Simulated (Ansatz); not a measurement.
The inner images of a band of H₃OSi₂ (6 atoms, charge 0, multiplicity 2) are given out of order.

Method: Ansatz, UKS PBE0/def2-mTZVP.

First end point:

```xyz
6
Properties=species:S:1:pos:R:3
O 0.819 -1.987 1.596
Si 0.844 -1.543 0.128
Si -0.263 0.582 -0.337
H -1.350 0.291 -1.310
H 0.750 1.462 -0.979
H -0.801 1.196 0.902
```

Last end point:

```xyz
6
Properties=species:S:1:pos:R:3
O 0.274 -2.104 1.073
Si 0.044 -1.144 -0.097
Si -0.266 1.111 0.154
H -0.105 -1.590 -1.515
H -0.086 1.976 -1.040
H 0.139 1.752 1.426
```

Problem. Put them in order from the first end to the last, with their energies above the first end.
A.
```xyz
6
Properties=species:S:1:pos:R:3
O 0.566 -2.373 0.959
Si 0.277 -1.145 0.099
Si 0.181 1.123 0.250
H -0.458 -1.052 -1.193
H 0.254 1.580 -1.163
H -0.820 1.867 1.047
```
B.
```xyz
6
Properties=species:S:1:pos:R:3
O 0.300 -2.141 1.072
Si 0.065 -1.145 -0.065
Si 0.201 1.139 0.142
H -0.174 -1.551 -1.481
H -0.151 1.918 -1.072
H -0.242 1.780 1.404
```
C.
```xyz
6
Properties=species:S:1:pos:R:3
O 0.501 -2.401 1.044
Si 0.607 -1.201 0.089
Si -0.060 0.929 0.110
H -0.506 -0.758 -1.004
H 0.324 1.551 -1.181
H -0.865 1.880 0.941
```
D.
```xyz
6
Properties=species:S:1:pos:R:3
O 0.445 -2.388 1.111
Si 0.891 -1.275 0.158
Si -0.121 0.799 -0.063
H -0.750 -0.414 -0.865
H 0.426 1.565 -1.199
H -0.891 1.712 0.858
```
E.
```xyz
6
Properties=species:S:1:pos:R:3
O 0.488 -2.233 0.999
Si 0.113 -1.132 0.007
Si 0.258 1.163 0.240
H -0.364 -1.408 -1.381
H 0.115 1.777 -1.108
H -0.610 1.832 1.243
```
F.
```xyz
6
Properties=species:S:1:pos:R:3
O 0.411 -2.322 1.178
Si 1.139 -1.281 0.321
Si -0.168 0.695 -0.212
H -1.117 -0.172 -0.955
H 0.545 1.561 -1.183
H -0.810 1.518 0.851
```
G.
```xyz
6
Properties=species:S:1:pos:R:3
O 0.510 -2.164 1.428
Si 1.116 -1.351 0.275
Si -0.212 0.606 -0.328
H -1.333 0.110 -1.170
H 0.635 1.541 -1.112
H -0.715 1.258 0.908
```

Solution. G (0.00 eV), F (+0.11 eV), D (+0.76 eV), C (+1.63 eV), A (+0.87 eV), E (+0.44 eV), B (+0.34 eV).

Run time: 2.8 min on 2 threads of Intel(R) Xeon(R) 6975P-C (Granite Rapids), on a shared host, peak memory 0.2 GiB.
